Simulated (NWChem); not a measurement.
System: chloroform (CHCl3); SMILES ClC(Cl)Cl

Program: NWChem. Structure relaxed at the PBE-D3(BJ)/def2-SVP level. Level: B3LYP/def2-SVP with COSMO at NWChem's default radii, gas-phase geometry; rows give the dielectric constant.

```csv
dielectric constant,electrostatic solvation energy (kcal/mol),dipole in solution (D)
1.5,-0.7,1.24
7.6,-1.9,1.45
11.7,-2.0,1.47
20.7,-2.1,1.48
37.5,-2.2,1.49
```
